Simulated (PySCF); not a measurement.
Bond length, frequency and bond energy of NaB⁺ by level of theory

State: ²Σ⁺ (doublet), unpaired electrons σ ↑. Set-up: PySCF, no relativity, basis sets Na aug-pcseg-1, B aug-pcseg-1. De refers to Na⁺ + B in their high-spin ground configurations, without counterpoise correction. The functionals are run spin-unrestricted. A positive dipole points towards B; it is taken about the centre of mass and depends on that origin.

```
      Level  Re (Å)  ωe (cm⁻¹)  De (eV)  μ (D)
        UHF   2.939        189     0.51  -2.76
    UHF-MP2   2.973        179    0.495    n/a
UHF-SCS-MP2   2.978        178    0.490    n/a
   UHF-CCSD   3.005        172    0.480    n/a
UHF-CCSD(T)   3.007        172    0.479    n/a
        PBE   2.917        182     0.61  -2.24
     PBEsol   2.916        181     0.61  -2.24
     r²SCAN   2.918        185     0.55  -2.54
      B3LYP   2.889        190     0.58  -2.39
       PBE0   2.895        190     0.58  -2.44
    r²SCAN0   2.897        191     0.54  -2.58
```

**Question.** Which functional lies closest to UHF-CCSD(T) in De, which farthest, and by how much do they differ from it?

**Answer.** Closest is r²SCAN0 (-11.0 pm in Re, +11.0 % in ωe, +0.06 eV in De against UHF-CCSD(T) in the same basis), farthest PBE (-9.0 pm in Re, +5.8 % in ωe, +0.13 eV in De). CCSD(T) converges more slowly with the basis than the functionals do and binds too weakly in this one, so the order can change at the basis-set limit.

**Question.** What does a quarter of exact exchange do here, going from PBE to PBE0?

**Answer.** PBE0 less PBE: -2.2 pm in Re, +4.4 % in ωe, -0.03 eV in De. Exact exchange removes part of the self-interaction that spreads semilocal densities, and in most molecules shortens and stiffens the bond and lowers De; so it does here.

**Question.** What does the step from GGA to meta-GGA do here, going from PBE to r²SCAN?

**Answer.** r²SCAN less PBE: +0.1 pm in Re, +1.6 % in ωe, -0.06 eV in De. 

Correlated steps freeze 2 core orbitals. Correlated levels converge slowly with the basis: in double zeta they bind strong bonds too weakly, by up to about 1 eV, and carry superposition errors of some tenths. For an ion De counts to the pair picked by the measured ionisation energies or electron affinities, which need not be the lowest pair at this level. The state is the lowest determinant that a PBE0 search found; another state may lie lower at other levels.

The whole job (state search and all levels along the bond) took about 0.98 min on 1 thread of Arm Neoverse V1 (shared host), peak memory 0.42 GiB.
